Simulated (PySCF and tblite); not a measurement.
Values are calculated unless marked as measured or tabulated.
C₅H₈, numbered as in [CH2:1]=[CH:2][CH2:3][CH:4]=[CH2:5].

Free energies: B3LYP-D3(BJ)/def2-TZVP (IEF-PCM, chloroform) on PBE0-D3(BJ)/def2-SVP structures plus GFN2-xTB thermal terms, symmetry and mirror images included. Conformers within 3 kcal/mol (GFN2-xTB free energy) were kept, 8 at most. Of two unlike H on one atom, a is the less shielded (PBE0/pcSseg-1 (IEF-PCM, chloroform)). (PySCF 2.14, tblite 0.8.)

An NOE distance is ⟨r⁻⁶⟩^(−1/6) over all pairs of like atoms and, for the average, over conformers.

Torsions listed: C1–C2–C3–C4, C2–C3–C4–C5. Of a mirror pair one member is shown.

```
conformer        shape  weight %
        1   118°, -12°      46.1
        2   118°, 118°      33.4
        3  -122°, 122°      20.5
```

Q: Which H–H contacts under 3.5 Å would NOEs report (pairs on one atom left out) at 298.15 K?

A: 
```tsv
pair	in 1 (Å)	in 2 (Å)	in 3 (Å)	average (Å)
H2/H4 ··· H3	2.61	2.74	2.74	2.67
H1b/H5b ··· H2/H4	2.72	2.73	2.73	2.72
H1a/H5a ··· H3	2.95	2.69	2.71	2.79
H1a/H5a ··· H2/H4	3.00	3.32	3.41	3.16
```

Longer pairs under the limit may be missing.

Q: In a model where alignment follows shape alone (order matrix 0.002 × (3G/tr G − 1)/2, G the second moments of the atom positions; splitting J + 2D), what are the one-bond C–H dipolar couplings D?

A: H1b/H5b -11.4 Hz (-12.6 in conformer 1), H1a/H5a 7.7 Hz (2.4 in conformer 1), H2/H4 7.5 Hz (1.9 in conformer 1), H3 11.1 Hz (10.9 in conformer 1).
